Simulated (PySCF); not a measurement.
Isomers of CHNS. The calculation used PySCF, TDDFT wB97X-D/def2-SVPD, vertical, gas phase, core orbitals frozen in the response. Geometries: PBE0-D3(BJ)/def2-SVP; one conformer of each isolated species. Triplets are in the Tamm–Dancoff approximation.

A. thiocyanic acid, `N#CS`
B. isothiofulminic acid, `[C-]#[N+]S`
C. isothiocyanic acid, `N=C=S`

Lowest singlet levels (six at most, fewer where fewer were computed) with oscillator strengths:

1. 224 nm (f 0.000); 183 nm (f 0.006); 179 nm (f 0.010); 172 nm (f 0.015); 152 nm (f 0.001); 145 nm (f 0.031); T1 5.17 eV
2. 272 nm (f 0.000); 233 nm (f 0.007); 213 nm (f 0.001); 175 nm (f 0.025); 167 nm (f 0.025); 161 nm (f 0.819); T1 4.28 eV
3. 245 nm (f 0.000); 200 nm (f 0.003); 184 nm (f 0.016); 174 nm (f 0.043); 167 nm (f 0.056); 155 nm (f 0.117); T1 4.51 eV

Task: Match each spectrum to its molecule.

Result: 1 = A, 2 = C, 3 = B.
- A: S1 at 5.53 eV, HOMO→LUMO (91%); Löwdin shares by element: HOMO sulfur 54%, nitrogen 23%, carbon 18%; LUMO sulfur 44%, hydrogen 24%, carbon 17%, nitrogen 15%; HOMO -10.20 and LUMO 0.75 eV; point group Cs, 1 of its 6 listed states under f = 0.0005.
- B: S1 at 5.07 eV, HOMO→LUMO (97%); Löwdin shares by element: HOMO sulfur 62%, nitrogen 22%, carbon 12%, hydrogen 5%; LUMO sulfur 60%, nitrogen 17%, hydrogen 13%, carbon 11%; HOMO -9.86 and LUMO 0.68 eV; point group Cs, 1 of its 6 listed states under f = 0.0005.
- C: S1 at 4.56 eV, HOMO→LUMO (97%); Löwdin shares by element: HOMO sulfur 58%, nitrogen 21%, carbon 19%; LUMO sulfur 33%, carbon 32%, nitrogen 25%, hydrogen 9%; HOMO -9.45 and LUMO 0.55 eV; point group Cs, 1 of its 6 listed states under f = 0.0005.
